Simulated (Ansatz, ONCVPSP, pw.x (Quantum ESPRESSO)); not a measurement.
From atom to crystal: ONCV potential for germanium (Ge)

ONCVPSP 4.0.1.1 (patched build) input, shortened (lines: element, Z, core and valence counts, functional; n l f; lmax; l rc ep ncon nbas qcut; lloc lpopt rc5 dvloc0; l nproj debl; icmod fcfact rcfact), LDA (Perdew-Wang 92), scalar-relativistic:

```
  Ge 32.00    6    1  -001012      upf
    1    0    2.00
    2    0    2.00
    2    1    6.00
    3    0    2.00
    3    1    6.00
    3    2   10.00
    4    0    2.00
    2
    0    1.80    0.00    4    8    3.30
    1    1.95    0.35    4    7    3.50
    2    2.15    0.20    3    7    3.80
    4    1    1.15    0.00
    0    1    2.90
    1    2    1.70
    2    1    0.80
    3    3.00    1.50
```

In the p channel the program set the typed energies aside and used 0.050, 1.750 Ha. In the d channel the program set the typed energies aside and used 0.050 Ha.

Crystal test: diamond Ge in pw.x 7.5, no spin, 8³ k-points, Fermi–Dirac smearing 0.01 Ry, cutoffs 120/480 Ry. The reference is all-electron LAPW (Ansatz 0.2.0) with the same functional, mesh and smearing; V0 and B0 come from Birch–Murnaghan fits to the pressures at five volumes. Errors are pseudo minus all-electron; Δ is the rms difference of the E(V) curves that follow from these fits, minima aligned, over ±6 % about the mean V0. Mesh and smearing are coarse, so the numbers serve the comparison and aren't converged zero-temperature values; the lattice is a test structure that the element need not adopt.

All-electron: a0 = 5.625 Å (V0 = 22.24 Å³/atom), B0 = 69.8 GPa.

Question: How far does the potential miss the all-electron equation of state?

Answer: mean pressure error (GPa): +0.63; a0 (Å): 5.642; a0 error (%): +0.31; B0 error (%): -3.6; Δ (meV/atom): 3.1. Note: ghosts flagged at negative energy: s at -15.6 eV; no localised positive-energy state flagged. A true bound ghost makes a file unfit for plane-wave use.

| V (Å³/atom) | P all-electron (GPa) | P pseudo (GPa) |
| --- | --- | --- |
| 21.111 | 4.14 | 4.78 |
| 21.666 | 1.94 | 2.59 |
| 22.222 | 0.06 | 0.70 |
| 22.778 | -1.56 | -0.94 |
| 23.333 | -2.98 | -2.38 |

Question: At the middle volume, how do free energy and pressure move when the wave cutoff is lowered (ecutrho kept at four times it)?

Answer:

| cutoff (Ry) | shift of F (meV/atom) | shift of P (GPa) |
| --- | --- | --- |
| 54 | +69.0 | -0.67 |
| 72 | +31.5 | -0.38 |
| 96 | +7.9 | -0.38 |

Input at the middle volume:

```
&control
  calculation='scf', prefix='x', pseudo_dir='./', outdir='./tmp', tstress=.true., disk_io='low'
/
&system
  ibrav=0, nat=2, ntyp=1, ecutwfc=120, ecutrho=480, nbnd=11,
  occupations='smearing', smearing='fd', degauss=0.01
/
&electrons
  conv_thr=1e-09, mixing_beta=0.4, electron_maxstep=70
/
ATOMIC_SPECIES
Ge 1.0 Ge.UPF
CELL_PARAMETERS angstrom
  0.00000000 2.81143285 2.81143285
  2.81143285 0.00000000 2.81143285
  2.81143285 2.81143285 0.00000000
ATOMIC_POSITIONS crystal
Ge 0.0000 0.0000 0.0000
Ge 0.2500 0.2500 0.2500
K_POINTS automatic
8 8 8 0 0 0
```

```bash
pw.x < Ge.scf.in > Ge.scf.out
```

Lines of the output:

```
Message from routine setup:
     using ibrav=0 with symmetry is DISCOURAGED, use correct ibrav instead
     lattice parameter (alat)  =       7.5135  a.u.
     unit-cell volume          =     299.9230 (a.u.)^3
     number of electrons       =         8.00
     number of Kohn-Sham states=           11
     kinetic-energy cutoff     =     120.0000  Ry
     charge density cutoff     =     480.0000  Ry
     scf convergence threshold =      1.0E-09
     Exchange-correlation= SLA  PW   NOGX NOGC
     number of k points=    29  Fermi-Dirac smearing, width (Ry)=  0.0100
     iteration #  1     ecut=   120.00 Ry     beta= 0.40
     total energy              =     -18.02047468 Ry
     estimated scf accuracy    <       0.55098148 Ry
     iteration #  2     ecut=   120.00 Ry     beta= 0.40
     total energy              =     -17.96790696 Ry
     estimated scf accuracy    <       0.12367855 Ry
     iteration #  3     ecut=   120.00 Ry     beta= 0.40
     total energy              =     -17.98233493 Ry
     estimated scf accuracy    <       0.00239761 Ry
     iteration #  4     ecut=   120.00 Ry     beta= 0.40
     total energy              =     -17.98298842 Ry
     estimated scf accuracy    <       0.00007263 Ry
     iteration #  5     ecut=   120.00 Ry     beta= 0.40
     total energy              =     -17.98300081 Ry
     estimated scf accuracy    <       0.00000204 Ry
     iteration #  6     ecut=   120.00 Ry     beta= 0.40
     total energy              =     -17.98300104 Ry
     estimated scf accuracy    <       0.00000026 Ry
     iteration #  7     ecut=   120.00 Ry     beta= 0.40
     the Fermi energy is     5.7265 ev
!    total energy              =     -17.98300106 Ry
     estimated scf accuracy    <          3.8E-10 Ry
     smearing contrib. (-TS)   =      -0.00085085 Ry
     The total energy is F=E-TS. E is the sum of the following terms:
     one-electron contribution =       4.40686950 Ry
     hartree contribution      =       1.12996908 Ry
     xc contribution           =      -7.29625302 Ry
     ewald contribution        =     -16.22273576 Ry
     convergence has been achieved in   7 iterations
          total   stress  (Ry/bohr**3)                   (kbar)     P=        6.99
```

The run at the middle volume (29 k-points, 7 iterations) took about 22 s on one core of a shared host (Intel(R) Xeon(R) 6975P-C, 192 threads, 378 GiB, load 76).
